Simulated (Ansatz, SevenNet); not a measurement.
Elastic constant C44 (GPa) of 22 halides, computed with the machine-learned potential SevenNet-0 (trained on PBE and PBE+U data) and with PBE (Ansatz, a program for electronic structure, plane waves, PAW). The set holds measured phases with no doubt noted on the run or the magnetic state but for the caveats below. 4 more of the class have both values but aren't in it, for one of these reasons: built or high-temperature cells, doubts on the run or the magnetic state, unlike cells, values of zero, layered or molecular crystals. Solids without a value at one level (not run, failed, or a magnetic order lost), or held back for tests, aren't counted.

All rows, in order of the shift (worked out from unrounded values):

| solid | SevenNet-0 | PBE | shift (%) |
|---|---|---|---|
| fluorite SrCl2 | 10.4 | 8.42 | -19.4 |
| rock-salt AgBr | 8.55 | 7.48 | -12.5 |
| zinc-blende CuCl | 18.1 | 16.0 | -12.0 |
| rock-salt RbCl | 5.45 | 5.25 | -3.7 |
| rock-salt LiCl | 25.4 | 24.9 | -2.0 |
| cubic perovskite KMgF3 | 44.1 | 43.7 | -1.0 |
| rock-salt NaI | 6.93 | 7.06 | +1.8 |
| rock-salt NaF | 26.4 | 26.8 | +1.9 |
| rock-salt NaCl | 11.8 | 12.4 | +4.4 |
| cubic perovskite KZnF3 | 29.9 | 31.9 | +6.6 |
| rock-salt KBr | 4.54 | 5.23 | +15.2 |
| zinc-blende CuI | 18.9 | 21.7 | +15.3 |
| rock-salt LiBr | 16.7 | 19.2 | +15.4 |
| rock-salt KF | 10.9 | 13.6 | +25 |
| zinc-blende AgI (metastable phase) | 7.41 | 9.31 | +26 |
| rock-salt LiF | 47.6 | 60.2 | +26 |
| fluorite CdF2 | 10.5 | 15.9 | +52 |
| rock-salt KCl | 4.16 | 6.62 | +59 |
| CsCl-type TlBr | 2.64 | 5.23 | +98 |
| CsCl-type TlCl | 2.66 | 5.29 | +99 |
| rock-salt AgCl | 2.84 | 6.30 | +122 |
| rock-salt KI | 0.83 | 3.76 | +355 |

The shift from SevenNet-0 to PBE has a median of +15.3 %, and eight in ten lie between -11.2 % and +99 %; PBE is the larger in 16 of 22. Each level is at its own cell, so the shift holds the change of volume too.

Ansatz's runs of these crystals have no spin polarisation.

Spin–orbit coupling is left out, also for the solids with elements from indium on (rock-salt KI, zinc-blende CuI, zinc-blende AgI, CsCl-type TlBr, rock-salt NaI, CsCl-type TlCl); its size isn't shown.

Each level is taken at its own relaxed cell. Ansatz's density-functional and Hartree–Fock values are scalar-relativistic unless marked +SOC, with PAW data made under PBE.
